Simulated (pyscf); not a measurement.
PySCF, gas phase, ωB97X-D3(BJ)/def2-SVP geometries.

**Question.** How much does it cost (ΔH, 298 K, ωB97M-D3(BJ)/def2-TZVP) to split H₃C–Bi(CH₃)–OH at its Bi–O bond into H₃C–Bi•–CH₃ + OH•?

**Answer.** Bi–O to H₃C–Bi•–CH₃ + OH•: 305.4 kJ/mol. The 7 functionals that were run give +294.7 (M06-2X) to +326.9 kJ/mol (PBE). Other isomers of H₃C–Bi•–CH₃ were not searched in full and may lie lower. Left out: the spin-orbit lowering of OH. Elements past Kr carry the def2 core potentials, without spin-orbit coupling.
